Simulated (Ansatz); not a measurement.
Barrier Cl + CH4 (SMILES C) via CH4Cl, on the benchmark's geometries as Psi4's copy gives them; open shells unrestricted, no zero-point energy, no spin–orbit coupling.
Transition structure (charge 0, multiplicity 2):
```xyz
6

C      0.2441     0.5999     1.7024
H     -0.6756     0.2785     2.1729
H      0.3519     1.6638     1.5377
H      1.1407     0.0658     1.9878
H      0.0572     0.1400     0.3971
Cl    -0.1376    -0.3381    -0.9594
```

Frozen-core correlation. CBS: X⁻³ extrapolation of the correlation energy, Hartree–Fock from the larger set. MP2 and its Hartree–Fock in aug-cc-pV(Q+d)Z are density fitted.

Run with Ansatz (Gaussian orbitals). Values without a source in brackets are computed.

Barrier heights (kcal/mol): PBE/def2-TZVPPD -2.31; B3LYP/def2-TZVPPD 4.38; wB97M-V/def2-TZVPPD 5.86; MP2/CBS(aug-cc-pV(T+d)Z, aug-cc-pV(Q+d)Z) + ΔCCSD(T)/aug-cc-pV(T+d)Z 6.80.

Q: With all else equal, by what factor does exp(−ΔE‡/RT) at 298.15 K differ from its value at MP2/CBS(aug-cc-pV(T+d)Z, aug-cc-pV(Q+d)Z) + ΔCCSD(T)/aug-cc-pV(T+d)Z?

A: 
RT = 0.5925 kcal/mol, so the factor is exp(−(ΔE‡ − 6.80)/RT): PBE/def2-TZVPPD 4.7e+06; B3LYP/def2-TZVPPD 59; wB97M-V/def2-TZVPPD 4.9. Each 1.36 kcal/mol is a factor of ten. MP2/CBS(aug-cc-pV(T+d)Z, aug-cc-pV(Q+d)Z) + ΔCCSD(T)/aug-cc-pV(T+d)Z is the comparison, a level with limits of its own.

Ansatz is a program for electronic structure.
